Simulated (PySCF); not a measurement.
H₆SSi₂.
Numbering: `[SiH3:1][S:2][SiH3:3]` (hydrogens: H4, H5, H6 on Si1; H7, H8, H9 on Si3)

Cartesian coordinates in Å at the PBE0-D3(BJ)/def2-SVP level; atoms count from 1:
```xyz
9
H6SSi2 angstrom
Si     1.3713    0.5705    0.2990
S     -0.0936    0.6159   -1.2734
Si    -1.6583   -0.5273   -0.3416
H      1.7966   -0.8296    0.5982
H      2.5305    1.3620   -0.1993
H      0.8304    1.1823    1.5497
H     -1.2181   -1.9309   -0.0828
H     -2.7981   -0.5186   -1.3003
H     -2.0708    0.0905    0.9544
```

Jobs on this species (9 atoms, 50 electrons) with PySCF (density fitting). Hardware of each: an Arm Neoverse V1 with one thread, shared host. The host was shared with other jobs, so the times are rough. Peak memory is the resident size of the whole Python process, interpreter and libraries included.

```csv
level and settings,work,basis functions,SCF cycles,wall time,peak memory
"delta-SCF UKS SCAN, def2-TZVP on the ionised atom, pcseg-1 elsewhere, spin-free X2C","ΔSCF core ionisation, 4 holes",103,?,?,?
"delta-SCF UKS PBE, pcX-2 on the ionised atom, pcseg-1 elsewhere, spin-free X2C","ΔSCF core ionisation, 4 holes",126,?,?,?
"delta-SCF UKS SCAN, pcX-2 on the ionised atom, pcseg-1 elsewhere, spin-free X2C","ΔSCF core ionisation, 4 holes",126,50,11 s,0.38 GiB
"delta-SCF UKS SCAN, pcX-2 on the ionised atom, pcseg-1 elsewhere, non-relativistic","ΔSCF core ionisation, 4 holes",126,50,11 s,0.47 GiB
"PBE0-D3(BJ)/def2-SVP, grid level 1",geometry optimisation from a GFN2-xTB start shaken at random,84,29,10 s,0.36 GiB
"delta-SCF UKS PBE0, pcX-2 on the ionised atom, pcseg-1 elsewhere, spin-free X2C","ΔSCF core ionisation, 4 holes",126,42,11 s,0.47 GiB
"delta-SCF UKS SCAN, pcX-1 on the ionised atom, pcseg-1 elsewhere, spin-free X2C","ΔSCF core ionisation, 4 holes",106,48,8.4 s,0.47 GiB
"delta-SCF UKS HF, pcX-2 on the ionised atom, pcseg-1 elsewhere, spin-free X2C","ΔSCF core ionisation, 4 holes",126,44,6.9 s,0.47 GiB
"delta-SCF UKS B3LYP, pcX-2 on the ionised atom, pcseg-1 elsewhere, spin-free X2C","ΔSCF core ionisation, 4 holes",126,44,12 s,0.46 GiB
```

Q: Fill in the missing figures.

A: 
- delta-SCF UKS SCAN, def2-TZVP on the ionised atom, pcseg-1 elsewhere, spin-free X2C; ΔSCF core ionisation, 4 holes: 9.9 s, 0.47 GiB, 48 SCF cycles
- delta-SCF UKS PBE, pcX-2 on the ionised atom, pcseg-1 elsewhere, spin-free X2C; ΔSCF core ionisation, 4 holes: 7.0 s, 0.47 GiB, 49 SCF cycles

Q: What do all jobs in the table cost together?

A: About 87 s; the longest takes about 14 % of that, and about 1.7 times as long as the shortest.
